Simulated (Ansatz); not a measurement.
Predict the output of the script below (the Python package of Ansatz (0.2.0)).

The script, `pa_ch3alo.py`:
```python
"""Adding a proton to CH3AlO."""

import ansatz as az
import numpy as np

GEOMETRY = """
O     0.23630   -1.73630    0.99580
C    -0.12880   -1.05990   -0.01020
Al    0.04770    0.90030   -0.04610
H    -0.44260   -1.56050   -0.88370
H    -0.32760    1.72150   -1.35110
H     0.65710    1.67100    1.24920
"""

molecule = az.Crystal.molecule()
for line in GEOMETRY.strip().splitlines():
    symbol, *xyz = line.split()
    molecule = molecule.atom(symbol, [float(v) for v in xyz])

calculation = molecule.calculation()
calculation = calculation.basis(gaussian="def2-SVP")
calculation = calculation.functional("hf")
symbols = [site.symbol for site in molecule.cartesian_sites]
start = np.array([site.position_ang for site in molecule.cartesian_sites], dtype=float)
rep = calculation.relax(force_tolerance=0.01).run(threads=1, pin="off").report
end = np.array(rep["positions_ang"])

# put the proton on the side away from the neighbours, slightly off axis
away = sum((end[0] - end[j]) / np.linalg.norm(end[0] - end[j]) for j in [1]) + np.array([0.15, 0.1, -0.2])
proton = end[0] + 1.0 * away / np.linalg.norm(away)
acid = az.Crystal.molecule()
for symbol, place in zip(symbols, end):
    acid = acid.atom(symbol, place.tolist())
acid = acid.atom("H", proton.tolist())
protonated = (
    acid.calculation()
    .basis(gaussian="def2-SVP")
    .functional("hf")
    .charge(1)  # electrons removed from the neutral system
    .relax(force_tolerance=0.01, max_steps=80)
)
after = protonated.run(threads=1, pin="off").report
xyz = np.array(after["positions_ang"])
reach = np.linalg.norm(xyz[:-1] - xyz[-1], axis=1)
print(f"base {rep['free_energy_ev']:.5f} eV, protonated {after['free_energy_ev']:.5f} eV")
print(f"the proton ends {reach.min():.3f} A from {symbols[reach.argmin()]}{reach.argmin()}")
print(f"electronic proton affinity {96.485332 * (rep['free_energy_ev'] - after['free_energy_ev']):.1f} kJ/mol")
```

```console
$ python pa_ch3alo.py
base -9692.14153 eV, protonated -9700.98790 eV
the proton ends 0.959 A from O0
electronic proton affinity 853.5 kJ/mol
```

Reading the output:
- Total energies depend on the basis set; only differences at equal settings carry meaning.
- The proton is put on one chosen atom, which needn't be the most basic site, so the molecule's proton affinity can be higher; the ends are stationary points, not checked by frequencies, and zero-point and thermal terms count only where printed.
- Hartree-Fock leaves correlation out, so bond, atomisation and ionisation energies come out well too low.
- Wall time of the script: 23 s on 1 thread of Arm Neoverse V2, with other jobs on the host, peak memory 0.2 GiB.

(Lines on the test bed's own set-up are left out of the output.)
